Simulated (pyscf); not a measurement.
H₂N–GaH₂ (SMILES [NH2][GaH2]) + HCl (SMILES Cl) → H₂N–GaH–Cl (SMILES [NH2][GaH][Cl]) + H₂ (SMILES [H][H]) (four-centre exchange; singlet surface; Ga–H, Cl–H broken, Cl–Ga, H–H formed). Structures and frequencies: ωB97X-D3(BJ)/def2-SVP in PySCF. Energies in kcal/mol from the separated reactants.

```
level                   barrier  reaction energy
----------------------  -------  ---------------
PBE/def2-TZVP               [?]              [?]
r²SCAN/def2-TZVP            3.8            -27.0
B3LYP-D3(BJ)/def2-TZVP      7.9            -25.9
PBE0-D3(BJ)/def2-TZVP       5.1            -25.7
M06-2X/def2-TZVP            [?]            -30.2
HF/def2-TZVP               22.1            -25.8
```

Q: Fill in the missing entries.

A: 
- PBE/def2-TZVP, barrier: 4.2
- PBE/def2-TZVP, reaction energy: -24.7
- M06-2X/def2-TZVP, barrier: 6.4

The functionals in the table span 4.0 kcal/mol in this barrier, from r²SCAN to B3LYP-D3(BJ). One saddle was located; it need not be the lowest between these sides. Elements up to Kr have no core potential and no relativistic terms here.
